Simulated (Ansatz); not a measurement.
**CH3S radical (SMILES [CH2]S): single points off equilibrium**

A test off equilibrium: a structure displaced at random from a GFN2-xTB minimum is computed at several levels, and each is set against CCSD(T).

Program: Ansatz 0.2.0, Gaussian basis. Level of theory: single points in def2-TZVPP. These are calculated values, not measurements.

Cores are frozen in the correlated methods. Orbitals are unrestricted.

### Step 1. The system as given

SMILES `[CH2]S`, 5 atoms, charge 0, spin multiplicity 2.

Atoms are counted from 1 here; the program's logs count them from 0.

Bond lengths: C1–S2 1.748 Å, C1–H3 1.066 Å, C1–H4 1.091 Å, S2–H5 1.396 Å. Angles: S2–C1–H3 120.1°, S2–C1–H4 114.0°, H3–C1–H4 122.0°, C1–S2–H5 95.2°.

As a file:

```
atom    x (Å)    y (Å)    z (Å)
  C1  -0.1003  -0.5978   0.0055
  S2   0.7808   0.8616   0.3924
  H3  -1.0179  -0.5420  -0.5337
  H4   0.1430  -1.4457   0.6470
  H5   0.2182   1.6249  -0.6323
```

### Step 2. CCSD(T)/def2-TZVPP

Contents of run/in.yaml:

```yaml
crystal:
  periodic: [false, false, false]
  atoms:
    - {symbol: C, position_ang: [-0.100300, -0.597800, 0.005500]}
    - {symbol: S, position_ang: [0.780800, 0.861600, 0.392400]}
    - {symbol: H, position_ang: [-1.017900, -0.542000, -0.533700]}
    - {symbol: H, position_ang: [0.143000, -1.445700, 0.647000]}
    - {symbol: H, position_ang: [0.218200, 1.624900, -0.632300]}
basis:
  gaussian: {orbitals: def2-TZVPP}
magnetization: {spin_polarized: true, initial_magnetization: 1}
correlation: {method: ccsd_t}
scf: {omitted_lower_state_checks: [cluster_reference]}
output: {forces: true}
```

No record of the launch command was kept for these runs.

### Step 3. PBE0-D4/def2-TZVPP

Edit run/in.yaml of step 2 so:

```diff
@@ -11,4 +11,3 @@
 magnetization: {spin_polarized: true, initial_magnetization: 1}
-correlation: {method: ccsd_t}
-scf: {omitted_lower_state_checks: [cluster_reference]}
-output: {forces: true}
+hamiltonian: {xc: pbe0, dispersion: d4}
+output: {forces: true, orbitals: {seedname: orbitals}}
```

### Step 4. wB97M-V/def2-TZVPP

Edit run/in.yaml of step 3 so:

```diff
@@ -11,3 +11,3 @@
 magnetization: {spin_polarized: true, initial_magnetization: 1}
-hamiltonian: {xc: pbe0, dispersion: d4}
-output: {forces: true, orbitals: {seedname: orbitals}}
+hamiltonian: {xc: {name: wB97M-V}}
+output: {forces: true}
```

### Step 5. r2SCAN-D4/def2-TZVPP

Edit run/in.yaml of step 4 so:

```diff
@@ -11,3 +11,3 @@
 magnetization: {spin_polarized: true, initial_magnetization: 1}
-hamiltonian: {xc: {name: wB97M-V}}
+hamiltonian: {xc: r2scan, dispersion: d4}
 output: {forces: true}
```

### Step 6. PBE-D4/def2-TZVPP

Edit run/in.yaml of step 5 so:

```diff
@@ -11,3 +11,3 @@
 magnetization: {spin_polarized: true, initial_magnetization: 1}
-hamiltonian: {xc: r2scan, dispersion: d4}
+hamiltonian: {xc: pbe, dispersion: d4}
 output: {forces: true}
```

### Step 7. BHLYP-D4/def2-TZVPP

Edit run/in.yaml of step 6 so:

```diff
@@ -11,3 +11,3 @@
 magnetization: {spin_polarized: true, initial_magnetization: 1}
-hamiltonian: {xc: pbe, dispersion: d4}
+hamiltonian: {xc: {name: BHLYP}, dispersion: d4}
 output: {forces: true}
```

### Step 8. LC-wPBE/def2-TZVPP

Edit run/in.yaml of step 7 so:

```diff
@@ -11,3 +11,3 @@
 magnetization: {spin_polarized: true, initial_magnetization: 1}
-hamiltonian: {xc: {name: BHLYP}, dispersion: d4}
+hamiltonian: {xc: {name: LC-wPBE}}
 output: {forces: true}
```

(Steps that only read results are left out.)

Before running it: what results should come out? Wanted: energy less free atoms, CCSD(T)/def2-TZVPP; RMS force component; RMS force error; HOMO and LUMO, PBE0-D4; T1 diagnostic.

The runs gave:

| quantity | value |
| --- | --- |
| energy less free atoms, CCSD(T)/def2-TZVPP | -1507.3 kJ/mol |
| RMS force component | 0.575 to 0.774 eV/Å over the methods |
| RMS force error | PBE0-D4 0.131, wB97M-V 0.104, r2SCAN-D4 0.071, PBE-D4 0.193, BHLYP-D4 0.172, LC-wPBE 0.206 eV/Å |
| HOMO and LUMO, PBE0-D4 | -5.48 and -1.41 eV |
| T1 diagnostic | 0.021 |

**Reading.** Against CCSD(T) the functionals' energies less atoms differ by -88.5 to -6.2 kJ/mol, PBE-D4 by -88.5 kJ/mol. CCSD(T) in triple zeta still lacks some correlation energy of the bonds, so part of these gaps is its own basis error and they don't rank the functionals. For forces r2SCAN-D4 does best and LC-wPBE worst. Frozen-core CCSD(T) forces in triple zeta carry basis errors of their own, and this is one geometry, so small gaps rank nothing.
